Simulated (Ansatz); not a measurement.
**CH5OSi (SMILES [CH2][SiH2]O) at UCAM-B3LYP/def2-SVPD**

Aim: the vertical ionisation energy of CH5OSi at UCAM-B3LYP/def2-SVPD, from 2 runs. 

The calculation is run with Ansatz 0.2.0.

54 further runs of the same task are left out: 54 set aside as unsound or not needed.

### 1 Starting point

CH5OSi: 8 atoms, total charge 0, spin state doublet. SMILES: `[CH2][SiH2]O`. Geometry: relaxed at PBE0-D4/def2-TZVP. This is one conformer, not always the lowest.

Bond lengths: C1–Si2 1.840 Å, Si2–O3 1.650 Å, C1–H4 1.086 Å, C1–H5 1.087 Å, Si2–H6 1.485 Å, Si2–H7 1.490 Å, O3–H8 0.958 Å. Angles: C1–Si2–O3 112.2°, C1–Si2–H6 111.4°, C1–Si2–H7 108.0°, O3–Si2–H6 104.2°, O3–Si2–H7 111.6°, Si2–C1–H4 122.8°, Si2–C1–H5 122.5°, Si2–O3–H8 117.1°, H6–Si2–H7 109.4°, H4–C1–H5 114.6°.

### 2 A single-point energy at UCAM-B3LYP/def2-SVPD

Input file run.yaml:

```yaml
basis:
  gaussian:
    orbitals: def2-SVPD
crystal:
  periodic: [false, false, false]
  atoms:
    - {symbol: C, position_ang: [-0.861500, 0.517800, -0.791400]}
    - {symbol: Si, position_ang: [0.654000, -0.005200, 0.111100]}
    - {symbol: O, position_ang: [0.302800, -0.724400, 1.554400]}
    - {symbol: H, position_ang: [-0.970800, 0.416800, -1.867000]}
    - {symbol: H, position_ang: [-1.703100, 0.991500, -0.293300]}
    - {symbol: H, position_ang: [1.495600, 1.161100, 0.480600]}
    - {symbol: H, position_ang: [1.431000, -0.912300, -0.779800]}
    - {symbol: H, position_ang: [-0.255800, -1.502300, 1.529400]}
magnetization:
  spin_polarized: true
  initial_magnetization: 1
hamiltonian:
  xc: {name: CAM-B3LYP}
accuracy: high
output: {orbitals: {seedname: orbitals}}
```

Command:

```bash
$ ansatz run run.yaml --threads 1 --pin off --max-ram 3480MiB --events-out events.jsonl --progress --plain --runs-dir runs
```

The program printed:

```text
Warning: RAYON_NUM_THREADS=1 ignored (pool sized by the plan → 1); use --threads N
Functional definition: CAM-B3LYP
  name "CAM-B3LYP"
  parameter alpha = 0.19
  parameter beta = 0.46
  parameter omega = 0.33/bohr
  parameter ac = 0.81
  exchange = (1 - alpha - beta)*b88_x + beta*b88_x_sr(omega) + alpha*exact_x + beta*exact_x_lr(omega)
  correlation = (1 - ac)*vwn5_c + ac*lyp_c
2123 factors; integrals over basis functions are off by at most 3.5e-9 eV
516 factors; integrals over basis functions are off by at most 2.0e-9 eV
mean field evaluation 1: about -11031.5846 eV, gradient 3.7e1 eV
mean field evaluation 2: about -11028.6112 eV, gradient 4.8e1 eV
mean field evaluation 4: about -11036.7299 eV, gradient 1.4e0 eV
mean field evaluation 8: about -11036.8072 eV, gradient 3.6e-2 eV
mean field evaluation 16: about -11036.8072 eV, gradient 8.1e-5 eV
mean field -11036.80720006 eV, -405.5951835856 hartree, gradient 7.8e-8 eV, S^2 0.753555; 0 other end points of the search recorded, 0 dependent functions left out
reference -11036.80722091 eV, -405.5951843518 hartree; 17, 16 occupied and 90, 91 virtual orbitals, 2123 factors
Total energy: -11036.80722091 eV, -405.5951843518 hartree
```

It took 20 s on 1 thread of AMD EPYC 7R43 (Zen 3), shared host; peak memory 0.53 GiB.

### 3 The singlet cation, same level

Input file input.yaml:

```yaml
basis:
  gaussian:
    orbitals: def2-SVPD
crystal:
  periodic: [false, false, false]
  atoms:
    - {symbol: C, position_ang: [-0.861500, 0.517800, -0.791400]}
    - {symbol: Si, position_ang: [0.654000, -0.005200, 0.111100]}
    - {symbol: O, position_ang: [0.302800, -0.724400, 1.554400]}
    - {symbol: H, position_ang: [-0.970800, 0.416800, -1.867000]}
    - {symbol: H, position_ang: [-1.703100, 0.991500, -0.293300]}
    - {symbol: H, position_ang: [1.495600, 1.161100, 0.480600]}
    - {symbol: H, position_ang: [1.431000, -0.912300, -0.779800]}
    - {symbol: H, position_ang: [-0.255800, -1.502300, 1.529400]}
total_charge: 1
hamiltonian:
  xc: {name: CAM-B3LYP}
accuracy: high
output: {orbitals: {seedname: orbitals}}
```

Command:

```bash
$ ansatz run input.yaml --threads 1 --pin off --max-ram 3480MiB --events-out events.jsonl --progress --plain --runs-dir runs
```

The program printed, shortened:

```text
Warning: RAYON_NUM_THREADS=1 ignored (pool sized by the plan → 1); use --threads N
[... 8 set-up lines as earlier in the session ...]
2124 factors; integrals over basis functions are off by at most 3.5e-9 eV
516 factors; integrals over basis functions are off by at most 2.0e-9 eV
mean field evaluation 1: about -11016.6148 eV, gradient 7.7e1 eV
mean field evaluation 2: about -10959.1105 eV, gradient 1.5e2 eV
mean field evaluation 4: about -11026.8004 eV, gradient 1.2e1 eV
mean field evaluation 8: about -11027.1654 eV, gradient 4.4e-1 eV
mean field evaluation 16: about -11027.1664 eV, gradient 3.5e-4 eV
mean field -11027.16644377 eV, -405.2408923268 hartree, gradient 1.0e-7 eV, S^2 0.000000; 0 other end points of the search recorded, 0 dependent functions left out
reference -11027.16646435 eV, -405.2408930829 hartree; 16, 16 occupied and 91, 91 virtual orbitals, 2124 factors
Total energy: -11027.16646435 eV, -405.2408930829 hartree
```

It took 12 s on 1 thread of AMD EPYC 7R43 (Zen 3), shared host; peak memory 0.39 GiB.

### 4 Outcome

At UCAM-B3LYP/def2-SVPD:

```
                                          quantity          value
                      doublet CH5OSi: total energy  -405.59518 Eh
doublet CH5OSi: HOMO energy (highest over α and β)       -8.50 eV
 doublet CH5OSi: LUMO energy (lowest over α and β)       -1.54 eV
                              doublet CH5OSi: ⟨S²⟩          0.754
                      singlet cation: total energy  -405.24089 Eh
                       singlet cation: HOMO energy      -15.98 eV
                       singlet cation: LUMO energy      -10.62 eV
                     singlet cation: HOMO–LUMO gap        5.36 eV
vertical ionisation energy (to the singlet cation)       9.641 eV
```

What this shows: The vertical ionisation energy comes to 9.64 eV (222 kcal/mol). Only the singlet of the ionised species was computed; a triplet could lie lower.
